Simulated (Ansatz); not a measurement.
Species, as SMILES: P (PH3).
Geometry (B3LYP-D3(BJ)/def2-TZVP, fixed):
```xyz
4

P      0.0029     0.0016     0.1282
H     -0.0038     1.1839    -0.6561
H      1.0120    -0.6137    -0.6568
H     -1.0521    -0.5944    -0.6098
```

Basis-set convergence of the dipole moment at PBE with Ansatz (a quantum-chemistry and plane-wave program). Dipoles come from the density behind the forces; the sign is taken along the dipole that this method gives in the largest set. Cartesian d functions, on some or all atoms, in 6-31G**, 6-311G**, 6-311+G**; all else is spherical. The program fits the integrals of some runs and decomposes those of others, by size. No added dispersion term, no relativity. Reference: the value in aug-pcseg-3, 0.609 D. Deviations are taken from unrounded values.

```json
[
 {"basis": "3-21G", "functions": "19", "dipole moment (D)": "1.527", "minus reference (D)": "0.918"},
 {"basis": "def2-SV(P)", "functions": "24", "dipole moment (D)": "0.947", "minus reference (D)": "0.338"},
 {"basis": "def2-SVP", "functions": "33", "dipole moment (D)": "0.916", "minus reference (D)": "0.307"},
 {"basis": "pcseg-1", "functions": "33", "dipole moment (D)": "0.999", "minus reference (D)": "0.390"},
 {"basis": "6-31G**", "functions": "34", "dipole moment (D)": "1.097", "minus reference (D)": "0.488"},
 {"basis": "6-311G**", "functions": "45", "dipole moment (D)": "0.902", "minus reference (D)": "0.294"},
 {"basis": "6-311+G**", "functions": "49", "dipole moment (D)": "0.943", "minus reference (D)": "0.334"},
 {"basis": "aug-cc-pV(D+d)Z", "functions": "59", "dipole moment (D)": "0.633", "minus reference (D)": "0.024"},
 {"basis": "6-311++G(2d,2p)", "functions": "65", "dipole moment (D)": "0.715", "minus reference (D)": "0.106"},
 {"basis": "def2-TZVPD", "functions": "70", "dipole moment (D)": "0.620", "minus reference (D)": "0.011"},
 {"basis": "pcseg-2", "functions": "76", "dipole moment (D)": "0.788", "minus reference (D)": "0.179"},
 {"basis": "cc-pV(T+d)Z", "functions": "81", "dipole moment (D)": "0.672", "minus reference (D)": "0.063"},
 {"basis": "def2-TZVPP", "functions": "84", "dipole moment (D)": "0.672", "minus reference (D)": "0.063"},
 {"basis": "jun-cc-pV(T+d)Z", "functions": "90", "dipole moment (D)": "0.618", "minus reference (D)": "0.010"},
 {"basis": "def2-TZVPPD", "functions": "99", "dipole moment (D)": "0.616", "minus reference (D)": "0.007"},
 {"basis": "aug-cc-pV(T+d)Z", "functions": "124", "dipole moment (D)": "0.615", "minus reference (D)": "0.007"},
 {"basis": "cc-pV(Q+d)Z", "functions": "154", "dipole moment (D)": "0.630", "minus reference (D)": "0.022"},
 {"basis": "aug-pcseg-3", "functions": "236", "dipole moment (D)": "0.609", "minus reference (D)": "0.000"}
]
```
